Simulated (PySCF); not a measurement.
## Mayer bond orders and bond lengths

Species: C3H7NO.
Atom-mapped SMILES: `[CH3:1][CH2:2][NH:3][CH:4]=[O:5]` (hydrogens: H6, H7, H8 on C1; H9, H10 on C2; H11 on N3; H12 on C4)

Geometry (PBE0-D3(BJ)/def2-SVP, Å), atoms numbered from 1 in this order:
```xyz
12
C3H7NO angstrom
C     -1.402   -0.274   -0.562
C     -0.479    0.556    0.316
N      0.913    0.465   -0.062
C      1.744   -0.466    0.467
O      1.436   -1.264    1.322
H     -1.346    0.040   -1.616
H     -1.128   -1.337   -0.504
H     -2.447   -0.171   -0.233
H     -0.545    0.210    1.358
H     -0.776    1.617    0.304
H      1.260    1.037   -0.821
H      2.771   -0.412    0.030
```

Bond orders from the PBE0/pcSseg-1 density (PySCF). Isolated species at its PBE0-D3(BJ)/def2-SVP geometry (one conformer only).

Task: Where do the orders between heavy atoms depart from those drawn in the SMILES?

Result: The largest departure is 0.192, at N3–C4 (drawn single, 1.192). Drawn single, order above 1.12: N3–C4 (1.192).

Task: Set the Mayer orders of the bonds between heavy atoms beside their lengths.

Result: 
```json
{"bond": "C1–C2", "drawn as": "single", "length (Å)": "1.521", "Mayer order": "1.052"}
{"bond": "C2–N3", "drawn as": "single", "length (Å)": "1.446", "Mayer order": "0.909"}
{"bond": "N3–C4", "drawn as": "single", "length (Å)": "1.355", "Mayer order": "1.192"}
{"bond": "C4–O5", "drawn as": "double", "length (Å)": "1.210", "Mayer order": "1.896"}
```

Bonds between the same two heavy elements. C–N: lowest C2–N3 (0.909, 1.446 Å), highest N3–C4 (1.192, 1.355 Å).

Task: And the bonds to hydrogen?

Result: C–H: 0.93 to 0.96 (6 bonds); H–N: 0.93 (1 bond).

Task: Sum the orders of all bonds at each heavy atom with more than one neighbour and set the sums beside the valence in the SMILES.

Result: C1 3.945 (drawn 4), C2 3.857 (drawn 4), N3 3.030 (drawn 3), C4 4.020 (drawn 4). Orders between atoms that aren't bonded are not in these sums.

For a closed shell the Mayer order of atoms A and B is Σ (PS)μν (PS)νμ over the basis functions μ on A and ν on B, with P the density and S the overlap matrix.
